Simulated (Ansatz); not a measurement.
# hcp Be

All values below come from r²SCAN (plane waves, PAW; Ansatz, a program for electronic structure).

Numerical settings: plane-wave cutoff 500 eV, 16×14×1 k mesh (along the axes of the cell as run), Fermi–Dirac smearing 0.1 eV, scalar-relativistic PAW data made under PBE.

Cell: relaxed at this level.

- surface energy of the (11-20) face = 2.17 J/m²
- work function of the (11-20) face = 3.78 eV

The slab of 24 atoms is relaxed and unreconstructed.

Computed values are for the static lattice.

It cost about 7 core-minutes (a rough figure) of CPU time.
